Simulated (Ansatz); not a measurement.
# SiHO+ (SMILES O=[SiH+]): functionals against CCSD(T) at one geometry

One table from this session's results is given with a row withheld; the runs are named, their logs left out.

The runs use Ansatz 0.2.0, Gaussian basis; single points in def2-TZVPP.

Cores are frozen in the correlated methods.

### The starting structure

3 atoms, charge 1, spin multiplicity 1.

Atoms are counted from 1 here; the program's logs count them from 0.

Bond lengths: O1–Si2 1.481 Å, Si2–H3 1.464 Å. Angles: O1–Si2–H3 177.0°.

Coordinates:

```tsv
atom	x (Å)	y (Å)	z (Å)
O1	-0.76060	1.21610	-0.30200
Si2	0.01390	-0.01850	-0.04140
H3	0.74150	-1.24680	0.28370
```

Set-up of the first run:

Contents of run/in.yaml:

```yaml
crystal:
  periodic: [false, false, false]
  atoms:
    - {symbol: O, position_ang: [-0.760600, 1.216100, -0.302000]}
    - {symbol: Si, position_ang: [0.013900, -0.018500, -0.041400]}
    - {symbol: H, position_ang: [0.741500, -1.246800, 0.283700]}
basis:
  gaussian: {orbitals: def2-TZVPP}
total_charge: 1
correlation: {method: ccsd_t}
output: {forces: true}
```

The command line of these runs was not kept.

Among the steps run: CCSD(T)/def2-TZVPP; PBE0-D4/def2-TZVPP; wB97M-V/def2-TZVPP; r2SCAN-D4/def2-TZVPP; PBE-D4/def2-TZVPP; revPBE-D4/def2-TZVPP; BHLYP-D4/def2-TZVPP.

One table of the session follows, with a row left open; its other results are not shown here.

| method | RMS force component (eV/Å) | angle to CCSD(T) forces (°) |
| --- | --- | --- |
| CCSD(T) | 0.581 | reference |
| PBE0-D4 | 0.162 | 67.5 |
| wB97M-V | 0.077 | 40.5 |
| r2SCAN-D4 | 0.314 | 20.3 |
| PBE-D4 | ? | ? |
| revPBE-D4 | 0.786 | 8.3 |
| BHLYP-D4 | 0.452 | 164.8 |

**Question.** Estimate the row for PBE-D4.

As computed: RMS force component (eV/Å): 0.683; angle to CCSD(T) forces (°): 11.2. In the column «RMS force component (eV/Å)» it lies between CCSD(T) (0.581) and revPBE-D4 (0.786).
